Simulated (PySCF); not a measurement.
PySCF input (BP86/def2-SVP):

```python
from pyscf import gto, dft

mol = gto.M(
    atom='''
    O    -0.00000000   -0.00000000   -0.10780207
    H     0.00000000    0.00000000    0.86241659
    ''',
    basis='def2-svp',
    charge=-1,
    spin=0,
    verbose=4,
)

mf = dft.RKS(mol, xc='bp86')
mf.grids.level = 3
mf.conv_tol = 1e-9
mf.max_cycle = 100
mf.max_memory = 1500
mf.kernel()
if not mf.converged:
    mf = mf.newton()
    mf.kernel(mf.make_rdm1())
mf.dip_moment()
```

Output:

```
PySCF version 2.14.0

[INPUT] verbose = 4
[INPUT] num. atoms = 2
[INPUT] num. electrons = 10
[INPUT] charge = -1
[INPUT] spin (= nelec alpha-beta = 2S) = 0
[INPUT] symmetry False subgroup None
[INPUT] Mole.unit = angstrom
[INPUT] Symbol           X                Y                Z      unit          X                Y                Z       unit  Magmom
[INPUT]  1 O      0.000000000000   0.000000000000  -0.107802070000 AA    0.000000000000   0.000000000000  -0.203716387961 Bohr   0.0
[INPUT]  2 H      0.000000000000   0.000000000000   0.862416590000 AA    0.000000000000   0.000000000000   1.629731160381 Bohr   0.0

nuclear repulsion = 4.36336452997101
number of shells = 9
number of NR pGTOs = 31
number of NR cGTOs = 19
basis = def2-svp
ecp = {}

******** <class 'pyscf.dft.rks.RKS'> ********
method = RKS
initial guess = minao
damping factor = 0
level_shift factor = 0
DIIS = <class 'pyscf.scf.diis.CDIIS'>
diis_start_cycle = 1
diis_space = 8
diis_damp = 0
SCF conv_tol = 1e-09
SCF conv_tol_grad = None
SCF max_cycles = 100
direct_scf = True
direct_scf_tol = 1e-13
XC library pyscf.dft.libxc version 7.1.2
    S. Lehtola, C. Steigemann, M. J. T. Oliveira, and M. A. L. Marques,  SoftwareX 7, 1–5 (2018)
XC functionals = bp86
    A. D. Becke,  Phys. Rev. A 38, 3098 (1988)
    J. P. Perdew,  Phys. Rev. B 33, 8822 (1986)
    J. P. Perdew,  Phys. Rev. B 34, 7406–7406 (1986)
radial grids:
    Treutler-Ahlrichs [JCP 102, 346 (1995); DOI:10.1063/1.469408] (M4) radial grids

becke partition: Becke, JCP 88, 2547 (1988); DOI:10.1063/1.454033
pruning grids: <function nwchem_prune>
grids dens level: 3
symmetrized grids: False
atomic radii adjust function: <function treutler_atomic_radii_adjust>
small_rho_cutoff = 0
Set gradient conv threshold to 3.16228e-05
Initial guess from minao.
tot grids = 23896
init E= -75.6034010220547
  HOMO = -0.370719234138726  LUMO = 0.0225969287371832  gap/eV = 10.70268
cycle= 1 E= -75.4118438784156  delta_E= 0.192  |g|= 1.14  |ddm|= 1.15

WARN: HOMO 0.485676937932235 == LUMO 0.485676937932243

cycle= 2 E= -73.9828069617877  delta_E= 1.43  |g|= 2.24  |ddm|= 8.16
  HOMO = 0.13478587637854  LUMO = 0.354298830096616  gap/eV = 5.97325
cycle= 3 E= -75.6409767691166  delta_E= -1.66  |g|= 0.292  |ddm|= 8.04
  HOMO = 0.22127249835811  LUMO = 0.351477226497929  gap/eV = 3.54305
cycle= 4 E= -75.6608183856263  delta_E= -0.0198  |g|= 0.0621  |ddm|= 0.447
  HOMO = 0.224738648740667  LUMO = 0.357232744221029  gap/eV = 3.60535
cycle= 5 E= -75.6618295301391  delta_E= -0.00101  |g|= 0.016  |ddm|= 0.0779
  HOMO = 0.220783605781688  LUMO = 0.355106160930582  gap/eV = 3.65510
cycle= 6 E= -75.6618797778003  delta_E= -5.02e-05  |g|= 0.000667  |ddm|= 0.0119
  HOMO = 0.220551737682581  LUMO = 0.354803222599829  gap/eV = 3.65317
cycle= 7 E= -75.6618799073019  delta_E= -1.3e-07  |g|= 4.54e-05  |ddm|= 0.00103
  HOMO = 0.220548050753962  LUMO = 0.354790185951967  gap/eV = 3.65291
cycle= 8 E= -75.6618799077336  delta_E= -4.32e-10  |g|= 1.99e-05  |ddm|= 7.9e-05
  HOMO = 0.220538241488941  LUMO = 0.354786249939182  gap/eV = 3.65307
Extra cycle  E= -75.6618799075517  delta_E= 1.82e-10  |g|= 3.72e-05  |ddm|= 5.21e-05
converged SCF energy = -75.6618799075517

WARN: System has nonzero charge -1; the dipole moment is origin-dependent.
Location of origin: [0. 0. 0.]

Dipole moment(X, Y, Z, Debye):  0.00000, -0.00000,  1.10574
```

The dipole moment of an ion depends on the origin.
